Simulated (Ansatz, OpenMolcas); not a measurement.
**How methods differ on SiH4O2 (SMILES O[SiH2]O)**

SiH4O2 has 7 atoms, charge 0, and is taken as a singlet. As SMILES, `O[SiH2]O`. The shape is that of a PBE0-D4/def2-TZVP optimisation. This is one conformer, not always the lowest.

Quantity: the vertical ionisation energy (to the doublet cation), in eV. The values are calculated.

```csv
level,kind,program,value (eV),CPU time (all runs)
HF/def2-SVPD,Hartree–Fock,Ansatz,11.04,12 s
SVWN5/def2-SVPD,LDA,OpenMolcas,10.93,92 s
PBE/def2-SVPD,GGA,Ansatz,10.85,11 s
TPSS/def2-SVPD,meta-GGA,OpenMolcas,10.95,3.5 min
r2SCAN0/def2-SVPD,hybrid meta-GGA,Ansatz,11.48,30 s
wB97X/def2-SVPD,range-separated hybrid,Ansatz,11.69,57 s
PBE-QIDH/def2-SVPD,double hybrid,Ansatz,12.20,50 s
RPA@PBE0/def2-SVPD,RPA,Ansatz,11.59,29 s
CCSD/def2-SVPD,coupled cluster or CI,Ansatz,11.93,1.7 min
```

The values span 10.85 to 12.20 eV. Times are those of the runs behind each value, whatever else they computed, on shared processors of several kinds: orders of magnitude only.
